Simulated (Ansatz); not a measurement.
Basis-set series for CH$_{4}$SSi (`CS[SiH]`). The species carries charge 0 and has multiplicity 1. All single points use the PBE0-D4/def2-TZVP geometry.

```
functional       basis  functions  energy (Eh)  HOMO (eV)  LUMO (eV)
   PBE0-D4  def2-TZVPP        171   -727.90595      -6.68      -2.26
   PBE0-D4  def2-QZVPP        317   -727.92991      -6.70      -2.29
   ωB97M-V  def2-TZVPP        171   -728.14519      -8.72      -0.30
   ωB97M-V  def2-QZVPP        317   -728.16823      -8.75      -0.39
```

(1) Give the rows for def2-SVP. (An estimate is asked.)

## Answers

(1) The calculation gave: 
```
functional     basis  functions  energy (Eh)  HOMO (eV)  LUMO (eV)
   PBE0-D4  def2-SVP         70   -727.62080      -6.65      -2.21
   ωB97M-V  def2-SVP         70   -727.85735      -8.66      -0.16
```

Program: Ansatz 0.2.0.
